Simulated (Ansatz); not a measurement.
A made-up structure of SiNH2S, doublet:

N1  (-1.422, -0.030, 0.085)
Si2  (0.464, 0.066, 0.129)
S3  (1.531, 0.766, 1.931)
H4  (-1.859, -0.407, -0.904)
H5  (1.286, -0.395, -1.241)
(Å)

It is relaxed with PBE-D4/def2-SVP and then PBE0-D4/def2-TZVP (Ansatz 0.2.0). Atoms count as bonded within 1.22 times the sum of their covalent radii (H–H: 0.88 Å). The end point is not checked to be a true minimum.

(1) Does its bonding change? (Judge from chemistry; the calculation decides.)

## Answers

(1) The calculation gives: No: no bond forms or breaks.

Where it ends: The first stage lowers the energy by 1.30 eV in 33 steps. It ends as SiNH₂S ([NH][SiH][S]):
N1  (-1.071, -0.449, -0.371)
Si2  (0.510, -0.010, -0.042)
S3  (0.993, 0.868, 1.641)
H4  (-1.866, 0.153, -0.175)
H5  (1.434, -0.562, -1.053)
(Å)

Labels in which every atom is bracketed show which atoms are joined, not bond orders.

For scale, one of the runs: PBE0-D4/def2-TZVP relaxation, 117 basis functions, launched by `ansatz run in.yaml --threads 2 --pin off --events-out ev --progress --plain --max-ram 4352MiB`. The run took about 69 s on 2 CPU threads of an Arm Neoverse V2 (shared host).
